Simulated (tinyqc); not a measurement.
The basis set: RHF and MP2 along a ladder of basis sets, for H3O+, spin multiplicity 1. Computed by the program tinyqc with PySCF. Same geometry throughout; the dipole is taken about the origin.

Geometry (angstrom):
```
atom,x,y,z
O,0.0000,0.0000,0.2460
H,0.9180,0.0000,0.0000
H,-0.4590,0.7950,0.0000
H,-0.4590,-0.7950,0.0000
```

RHF and frozen-core MP2 in a ladder of bases:
```
basis,functions,E(RHF) (hartree),E(MP2 corr) (hartree),HOMO (eV),LUMO (eV),dipole (debye)
sto-3g,8,-75.324587,-0.044849,-25.1921,3.3037,0.7479
6-31g,15,-76.268594,-0.125957,-26.0421,-3.0067,0.9893
6-31g**,29,-76.309429,-0.191983,-26.0671,-2.8041,0.6278
cc-pvdz,29,-76.311336,-0.200345,-26.0647,-3.2468,0.5407
aug-cc-pvdz,50,-76.318161,-0.209027,-26.0966,-4.5994,0.4828
cc-pvtz,72,-76.339825,-0.254259,-26.1173,-3.8033,0.4974
```

Estimate the missing row, basis = 3-21g.

Computed row:
```
basis  functions  E(RHF) (hartree)  E(MP2 corr) (hartree)  HOMO (eV)  LUMO (eV)  dipole (debye)
3-21g         15        -75.882674              -0.125014   -25.9744    -2.0848          0.9595
```

From cc-pVDZ to cc-pVTZ the RHF energy falls by 28.5 mhartree and the correlation energy by 53.9. If valence correlation converges as X^-3, (27 E(T) - 8 E(D))/19 gives -0.2770 hartree, a rough estimate from such small X that usually falls short; STO-3G holds about 16 % of it. Beyond STO-3G the LUMO moves by 2.5 eV and the HOMO by 0.1 eV.
